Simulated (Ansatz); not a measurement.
# C₂HF₂N: small, medium and large basis sets

Aim: see how fast density functionals converge with the basis set for C₂HF₂N.

Program: Ansatz 0.2.0, Gaussian basis. Level of theory: one geometry, several basis sets. These are calculated values, not measurements.

The runs, in order: PBE0-D4/def2-SVP; ωB97M-V/def2-SVP; PBE0-D4/def2-QZVPP; ωB97M-V/def2-QZVPP; the functionals' def2-TZVPP values are taken from earlier runs.

## 1. The geometry

All runs share one geometry, relaxed beforehand with PBE0-D4 in a triple-zeta def2 set.

SMILES `FC1=C(F)N1`, 6 atoms, charge 0, spin multiplicity 1.

Atoms are counted from 1 here; the program's logs count them from 0.

Bond lengths: F1–C2 1.291 Å, C2–C3 1.262 Å, C2–N5 1.494 Å, C3–F4 1.291 Å, C3–N5 1.494 Å, N5–H6 1.025 Å. Angles: F1–C2–C3 157.1°, F1–C2–N5 135.8°, C3–C2–N5 65.0°, C2–C3–F4 157.1°, C2–C3–N5 65.0°, F4–C3–N5 135.8°, C2–N5–C3 50.0°, C2–N5–H6 108.8°, C3–N5–H6 108.8°.

## 2. PBE0-D4 in def2-SVP

in.yaml

```yaml
crystal:
  periodic: [false, false, false]
  atoms:
    - {symbol: F, position_ang: [-1.014721, -1.090409, 1.357082]}
    - {symbol: C, position_ang: [-0.399215, -0.424857, 0.437887]}
    - {symbol: C, position_ang: [0.006810, -0.151337, -0.725567]}
    - {symbol: F, position_ang: [0.156931, -0.301775, -1.999002]}
    - {symbol: N, position_ang: [0.798921, 0.466595, 0.380796]}
    - {symbol: H, position_ang: [0.493475, 1.437882, 0.502604]}
basis:
  gaussian: {orbitals: def2-SVP}
hamiltonian: {xc: pbe0, dispersion: d4}
output: {orbitals: {seedname: orbitals}}
```

The run is started by

```console
> ansatz run in.yaml --threads 2 --pin off --events-out ev --progress --plain --max-ram 4352MiB
```

The runs that follow: ωB97M-V in def2-SVP; PBE0-D4 in def2-QZVPP; ωB97M-V in def2-QZVPP.

Before running them: what should the planned runs give, taken together? Wanted: PBE0-D4: double and triple zeta above quadruple; ωB97M-V: double and triple zeta above quadruple.

The runs gave:

| quantity | value |
| --- | --- |
| PBE0-D4: double and triple zeta above quadruple | 11.20, 0.48 eV |
| ωB97M-V: double and triple zeta above quadruple | 11.41, 0.44 eV |

In words: For PBE0-D4 the step from double to triple zeta gains 10.72 eV and the next only 0.48 eV. Total energies overstate the basis error of differences, where much of it tends to cancel. The LUMO of ωB97M-V is positive and keeps falling with the basis (2.84 to 1.66 eV): an unbound level that the basis holds in place.
